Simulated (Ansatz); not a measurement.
Basis-set extrapolation for C4H7Cl (`C=CCCCl`) (PBE0-D4/def2-TZVP geometry, frozen core, Ansatz). Multiplicity 1, RHF reference.

```tsv
	def2-TZVPP	def2-QZVPP
HF	-615.098373	-615.118274
MP2 correlation	-0.860882	-0.922984
CCSD(T) correlation	-0.954085	not run
```

Energies in hartree. Use E(X) = E(∞) + A·exp(−7.88·√X) for Hartree–Fock and E(X) = E(∞) + B·X^(−2.97) for correlation, with X = 3 and 4, and add CCSD(T) minus MP2 of the smaller set to the MP2 limit.

What is the CCSD(T) energy at the basis-set limit?

HF limit: -615.118274 + (-0.019901) × 0.13774 = -615.12102. MP2 limit: -0.922984 + (-0.062102) × 0.74074 = -0.96899. Higher-order term: -0.954085 − (-0.860882) = -0.09320. Total: -616.18321 hartree, 82.0 kcal/mol below CCSD(T)/def2-TZVPP.
